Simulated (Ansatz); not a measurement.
# BNH3 (quartet): from Hartree-Fock to the top rungs at distance B1–H4 along a hydrogen transfer = 1.283 Å, cc-pVDZ

Aim: climb from Hartree-Fock through coupled cluster and multireference methods for BNH3 (quartet) at one geometry and basis, and see what each rung misses.

Method: cc-pVDZ, core rule «outside noble gas», up to 2 orbitals frozen; program: Ansatz 0.2.0, Gaussian basis.

Plan: UHF; CCSD(T) on ROHF; CCSD(T) on UHF; BCCD(T) on ROHF; CISD; CCSDT(Q) on ROHF; CCSDT(Q) on UHF; CASSCF and MRCISD+Q, 5 electrons in 5 orbitals; CASSCF and NEVPT2, 5 electrons in 5 orbitals; CASSCF and NEVPT2, 11 electrons in 11 orbitals.

16 further runs of the same task are left out: 4 for a known fault of the program, 10 that didn't finish, 2 set aside as unsound or not needed.

### 1 The geometry

The geometry derives from fragments relaxed apart (PBE0/def2-TZVP) and kept rigid, so it is no stationary point. A hydrogen atom is moved between rigid fragments.

5 atoms, charge 0, spin multiplicity 4.

Atoms are counted from 1 here; the program's logs count them from 0.

Bond lengths: B1–H2 1.193 Å, B1–H3 1.193 Å, B1–H4 1.283 Å. Angles: H2–B1–H3 120.0°, H2–B1–H4 120.0°, H3–B1–H4 120.0°.

### 2 UHF

Input file in.yaml:

```yaml
crystal:
  periodic: [false, false, false]
  atoms:
    - {symbol: B, position_ang: [-1.441063, 0.000000, 0.000000]}
    - {symbol: H, position_ang: [-2.037797, 1.033571, 0.000000]}
    - {symbol: H, position_ang: [-2.037797, -1.033571, 0.000000]}
    - {symbol: H, position_ang: [-0.158063, 0.000000, 0.000000]}
    - {symbol: N, position_ang: [1.416937, 0.000000, 0.000000]}
basis:
  gaussian: {orbitals: cc-pVDZ}
magnetization: {spin_polarized: true, initial_magnetization: 3}
hamiltonian: {xc: hf}
output: {orbitals: {seedname: orbitals}}
```

The run is started by

```console
$ ansatz run in.yaml --threads 1 --pin off --events-out ev --progress --plain --max-ram 2393MiB
```

Further steps of the session: CCSD(T) on ROHF; CCSD(T) on UHF; BCCD(T) on ROHF; CISD; CCSDT(Q) on ROHF; CCSDT(Q) on UHF; CASSCF and MRCISD+Q, 5 electrons in 5 orbitals; CASSCF and NEVPT2, 5 electrons in 5 orbitals; CASSCF and NEVPT2, 11 electrons in 11 orbitals.

Q: Predict the results of all the runs planned. Wanted: UCCSDT(Q) below the RHF energy; RMP2 from UCCSDT(Q); UMP2 from UCCSDT(Q); RCCSD from UCCSDT(Q); RCCSD(T) from UCCSDT(Q); UCCSD(T) from UCCSDT(Q); RCCSDT(Q) from UCCSDT(Q); NEVPT2 pair from UCCSDT(Q); MRCISD+Q pair from UCCSDT(Q).

As calculated:

```
                         quantity                                                                  value
   UCCSDT(Q) below the RHF energy                                                             -5.9906 eV
              RMP2 from UCCSDT(Q)                                                            +1233.7 meV
              UMP2 from UCCSDT(Q)                                                            +1211.6 meV
             RCCSD from UCCSDT(Q)                                                             +106.9 meV
          RCCSD(T) from UCCSDT(Q)                                                              +23.1 meV
          UCCSD(T) from UCCSDT(Q)                                                              +21.4 meV
         RCCSDT(Q) from UCCSDT(Q)                                                               +1.8 meV
       NEVPT2 pair from UCCSDT(Q)                                                            +1210.9 meV
     MRCISD+Q pair from UCCSDT(Q)                                                               +5.0 meV
    NEVPT2 valence from UCCSDT(Q)                                                            +1131.5 meV
levels within 1 kcal/mol (43 meV)  RCCSD(T), UCCSD(T), BCCD(T), RCCSDT, UCCSDT, RCCSDT(Q), MRCISD+Q pair
                    T1 diagnostic                                                                  0.018
   effectively unpaired electrons                                                                   3.01
```

In words: RCCSD(T) lands +23.1 meV from the yardstick (0.4 % of the correlation energy). One determinant dominates. Of the multireference levels listed MRCISD+Q pair comes nearest in total energy (+5.0 meV), which doesn't show that its space is the better one. These misses are within one basis, not against nature; the frozen cores of restricted and unrestricted runs differ, which can shift their rows.
